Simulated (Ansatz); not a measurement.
# Si2H5 radical: basis-set convergence

How large a basis does Si2H5 radical need? Two functionals are run in growing sets.

Method: one geometry, several basis sets; program: Ansatz 0.2.0, Gaussian basis.

Levels to be run: PBE0-D4/def2-SVP; ωB97M-V/def2-SVP; PBE0-D4/def2-QZVPP; ωB97M-V/def2-QZVPP; the functionals' def2-TZVPP values are taken from earlier runs.

## 1. Structure used throughout

The geometry comes from an earlier relaxation with PBE0-D4 in a triple-zeta def2 set; it is a stationary point, not always the lowest conformer.

SMILES `[SiH2][SiH3]`, 7 atoms, charge 0, spin multiplicity 2.

Atoms are counted from 1 here; the program's logs count them from 0.

Bond lengths: Si1–Si2 2.324 Å, Si1–H3 1.488 Å, Si1–H4 1.488 Å, Si2–H5 1.487 Å, Si2–H6 1.490 Å, Si2–H7 1.487 Å. Angles: Si2–Si1–H3 114.5°, Si2–Si1–H4 114.5°, H3–Si1–H4 109.9°, Si1–Si2–H5 109.0°, Si1–Si2–H6 112.7°, Si1–Si2–H7 109.0°, H5–Si2–H6 108.5°, H5–Si2–H7 109.1°, H6–Si2–H7 108.5°.

## 2. PBE0-D4 in def2-SVP

in.yaml

```yaml
crystal:
  periodic: [false, false, false]
  atoms:
    - {symbol: Si, position_ang: [-0.209587, -1.361244, -0.191101]}
    - {symbol: Si, position_ang: [0.357874, 0.889169, -0.061969]}
    - {symbol: H, position_ang: [-0.002586, -2.123942, 1.070252]}
    - {symbol: H, position_ang: [-1.573615, -1.624613, -0.725550]}
    - {symbol: H, position_ang: [0.209990, 1.502756, -1.408044]}
    - {symbol: H, position_ang: [-0.495779, 1.643081, 0.898588]}
    - {symbol: H, position_ang: [1.774901, 1.006792, 0.372224]}
basis:
  gaussian: {orbitals: def2-SVP}
magnetization: {spin_polarized: true, initial_magnetization: 1}
hamiltonian: {xc: pbe0, dispersion: d4}
output: {orbitals: {seedname: orbitals}}
```

Further steps of the session: ωB97M-V in def2-SVP; PBE0-D4 in def2-QZVPP; ωB97M-V in def2-QZVPP.

Before running them: what should the planned runs give, taken together? Wanted: PBE0-D4: double and triple zeta above quadruple; ωB97M-V: double and triple zeta above quadruple.

As calculated:

```
                                       quantity          value
PBE0-D4: double and triple zeta above quadruple  6.08, 0.53 eV
ωB97M-V: double and triple zeta above quadruple  6.13, 0.50 eV
```

PBE0-D4 gains 5.55 eV from double to triple zeta, then 0.53 eV more. Total energies overstate the basis error of differences, where much of it tends to cancel.
